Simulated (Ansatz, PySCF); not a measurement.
System: vinyl fluoride, C$_{2}$H$_{3}$F (charge 0, singlet). SMILES: C=CF
Geometry: optimised at B3LYP-D3(BJ)/def2-TZVP (Ansatz, a program for electronic structure).

Property: vertical ionisation energy (to the doublet state of charge +1; each state is the SCF solution reached for its spin), in eV. Cores are frozen in the correlated levels unless marked. Open shells are spin-unrestricted. Spin-orbit coupling is left out. No relativistic terms. 

| level | program | vertical ionisation energy (eV) |
|---|---|---|
| HF/aug-cc-pVDZ | Ansatz | 9.23 |
| RI-HF/aug-cc-pVTZ | Ansatz | 9.21 |
| RI-HF/aug-cc-pVQZ | Ansatz | 9.21 |
| SVWN5/def2-TZVPD | Ansatz | 10.73 |
| PBE/def2-TZVPD | Ansatz | 10.42 |
| r2SCAN/def2-TZVPD | Ansatz | 10.34 |
| B3LYP/def2-TZVPD | Ansatz | 10.50 |
| PBE0/def2-TZVPD | Ansatz | 10.43 |
| BHLYP/def2-TZVPD | Ansatz | 10.32 |
| M06-2X/def2-TZVPD | PySCF | 10.55 |
| CAM-B3LYP/def2-TZVPD | Ansatz | 10.52 |
| wB97M-V/def2-TZVPD | Ansatz | 10.45 |
| wB97X-V/def2-TZVPD | Ansatz | 10.45 |
| B2PLYP/def2-TZVPD | Ansatz | 10.48 |
| MP2/aug-cc-pVDZ | Ansatz | 10.58 |
| RI-MP2/aug-cc-pVTZ | Ansatz | 10.71 |
| RI-MP2/aug-cc-pVQZ | Ansatz | 10.77 |
| SCS-MP2/aug-cc-pVDZ | Ansatz | 10.55 |
| CCSD/aug-cc-pVDZ | Ansatz | 10.45 |
| CCSD(T)/aug-cc-pVDZ | Ansatz | 10.53 |

For comparison, minus the highest occupied orbital energy (PySCF): 7.07 eV at TPSSh/def2-TZVPD, 6.78 eV at r2SCAN/def2-TZVPD, 6.65 eV at BP86/def2-TZVPD.
